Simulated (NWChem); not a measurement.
System: phosphine (PH3); SMILES P

Here is an NWChem input.

```
start job
memory heap 200 mb stack 900 mb global 1100 mb
geometry units angstroms noautosym nocenter noautoz
  P      0.000000     0.000000     0.152925
  H      0.405644    -1.127331    -0.648580
  H     -1.179120     0.212367    -0.648580
  H      0.773475     0.914964    -0.648580
end
basis spherical
  P library sto-3g
  H library sto-3g
end
dft
  xc pbe0
  iterations 150
end
cosmo
  do_cosmo_smd true
  solvent water
end
task dft energy
```

Excerpt of the output:

```
             Northwest Computational Chemistry Package (NWChem) 7.3.0
             --------------------------------------------------------

                             Geometry "geometry" -> ""
                             -------------------------

 Output coordinates in angstroms (scale by  1.889725989 to convert to a.u.)

  No.       Tag          Charge          X              Y              Z
 ---- ---------------- ---------- -------------- -------------- --------------
    1 P                   15.0000     0.00000000     0.00000000     0.15292500
    2 H                    1.0000     0.40564400    -1.12733100    -0.64858000
    3 H                    1.0000    -1.17912000     0.21236700    -0.64858000
    4 H                    1.0000     0.77347500     0.91496400    -0.64858000

 Effective nuclear repulsion energy (a.u.)      17.2849536849

                                 NWChem DFT Module
                                 -----------------

 Summary of "ao basis" -> "ao basis" (spherical)
 ------------------------------------------------------------------------------
       Tag                 Description            Shells   Functions and Types
 ---------------- ------------------------------  ------  ---------------------
 P                           sto-3g                  5        9   3s2p
 H                           sto-3g                  1        1   1s

 in cosmo_initialize ...
 calling solv_data for solv:h2o

 solvent parameters
 solvname_short: h2o
 solvname_long:  water
 dielec:       78.4000
 dielecinf:     1.7769
 aqueous SMD model solvent descriptors
 dielec:       78.4000
 sola:          0.8200

          ---------------
          -cosmo- solvent
          ---------------
 Cosmo: York-Karplus, doi: 10.1021/jp992097l
 dielectric constant -eps-     =  78.40
 screen = (eps-1)/(eps    )    =   0.98724
 surface charge correction     = lagrangian

   van der Waals surface
 --------------------------

[...]

                                COSMO-SMD solvation results
                                ---------------------------

             internal energy in gas <Psi(g)|H|Psi(g)> =      -339.133352619891
         internal energy in solvent <Psi(s)|H|Psi(s)> =      -339.133285442721
                               delta internal energy  =         0.000067177170 (    0.04 kcal/mol)
   total free energy in solvent <Psi(s)|H+V/2|Psi(s)> =      -339.134393712699
 polarization energy contribution <Psi(s)|V/2|Psi(s)> =        -0.001108269978 (   -0.70 kcal/mol)
    total free energy in solvent including G(SMD-CDS) =      -339.130819197036
                       G(SMD-CDS) energy contribution =         0.003574515663 (    2.24 kcal/mol)
     1 M fixed-concentration free energy of solvation =         0.002533422855 (    1.59 kcal/mol)

                       DFT Final Molecular Orbital Analysis
                       ------------------------------------

 Vector    7  Occ=2.000000D+00  E=-3.169468D-01
              MO Center= -3.5D-01,  6.6D-02, -3.2D-01, r^2= 1.7D+00
   Bfn.  Coefficient  Atom+Function         Bfn.  Coefficient  Atom+Function
  ----- ------------  ---------------      ----- ------------  ---------------
    11     -0.558292  3 H  s                  7      0.526598  1 P  px
    12      0.281204  4 H  s                 10      0.277057  2 H  s
     3     -0.201120  1 P  px                 8     -0.092503  1 P  py
     4      0.035330  1 P  py

 Vector    8  Occ=2.000000D+00  E=-3.169241D-01
              MO Center=  3.5D-01, -6.6D-02, -3.2D-01, r^2= 1.7D+00
   Bfn.  Coefficient  Atom+Function         Bfn.  Coefficient  Atom+Function
  ----- ------------  ---------------      ----- ------------  ---------------
     8      0.526652  1 P  py                10     -0.484633  2 H  s
    12      0.482268  4 H  s                  4     -0.201135  1 P  py
     7      0.092510  1 P  px                 3     -0.035332  1 P  px

 Vector    9  Occ=2.000000D+00  E=-1.832192D-01
              MO Center= -2.1D-05, -1.2D-05,  4.0D-01, r^2= 1.4D+00
   Bfn.  Coefficient  Atom+Function         Bfn.  Coefficient  Atom+Function
  ----- ------------  ---------------      ----- ------------  ---------------
     9      0.719106  1 P  pz                 6      0.659030  1 P  s
     5     -0.250783  1 P  pz                10     -0.242130  2 H  s
    11     -0.242092  3 H  s                 12     -0.242082  4 H  s
     2     -0.163240  1 P  s                  1      0.050434  1 P  s

 Vector   10  Occ=0.000000D+00  E= 2.746542D-01
              MO Center= -1.9D-01,  1.2D-01, -1.5D-01, r^2= 1.7D+00
   Bfn.  Coefficient  Atom+Function         Bfn.  Coefficient  Atom+Function
  ----- ------------  ---------------      ----- ------------  ---------------
     7      1.042680  1 P  px                11      0.788152  3 H  s
    12     -0.530542  4 H  s                  3     -0.296690  1 P  px
    10     -0.257328  2 H  s

 Vector   11  Occ=0.000000D+00  E= 2.746686D-01
              MO Center=  1.9D-01, -1.2D-01, -1.5D-01, r^2= 1.7D+00
   Bfn.  Coefficient  Atom+Function         Bfn.  Coefficient  Atom+Function
  ----- ------------  ---------------      ----- ------------  ---------------
     8      1.042654  1 P  py                10      0.761345  2 H  s
    12     -0.603661  4 H  s                  4     -0.296680  1 P  py
    11     -0.157762  3 H  s

[...]
```

Level: PBE0/STO-3G, SMD on the gas-phase geometry. The geometry was optimised at PBE-D3(BJ)/def2-SVP. Solvent: water.
